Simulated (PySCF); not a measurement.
Consider 2-butynoic acid, `CC#CC(=O)O` (C4H4O2). Non-hydrogen atoms are numbered in `[CH3:1][C:2]#[C:3][C:4](=[O:5])[OH:6]`.

These are calculated values, PBE0-D3(BJ)/ma-def2-TZVP in PySCF (grid level 2) at geometries from PBE0-D3(BJ)/def2-SVP. The prefix ma- adds one diffuse s and one diffuse p function on all atoms but H. Thermal corrections: GFN2-xTB frequencies, unscaled, ideal gas at 298.15 K and 1 bar, quasi-RRHO entropy. These were taken at the GFN2-xTB minima.

Q: What are the vertical and the adiabatic ionisation energy for forming the radical cation?

A: 10.07 eV vertical and 9.66 eV adiabatic, the latter with zero-point energy.

Q: Where does the unpaired spin of the relaxed radical cation sit?

A: O5 (carboxyl C=O oxygen) 0.49, C2 (alkyne carbon) 0.32, C3 (alkyne carbon) 0.18 (intrinsic atomic orbital populations).

Q: What oxidation potential follows in acetonitrile (IEF-PCM), given that Fc+/Fc comes at 4.40 V absolute with this functional and basis?

A: In the gas phase ΔG of oxidation is 9.642 eV, and solvation is -33.7 kJ/mol for the parent and -243.6 kJ/mol for the product, so the absolute potential is 7.47 V, or 3.07 V against Fc+/Fc. Fc+/Fc in acetonitrile, 4.40 V, is PBE0-D3(BJ)/ma-def2-TZVP on PBE0-D3(BJ)/def2-SVP structures with GFN2-xTB thermal terms. Benchmark calculations put it near 5.0 V in acetonitrile and DMSO, so it is about 0.6 V low, and the value against it can read up to that much too high. The solvent is electrostatics only, on gas-phase structures; the absolute scale refers to an electron at rest in vacuum.

Q: How far is −ε(HOMO) from the vertical value by ΔSCF?

A: −ε(HOMO) = 7.95 eV, which is 2.11 eV below the ΔSCF value.

Differences come from unrounded values, so a last digit can differ from that of the printed terms.
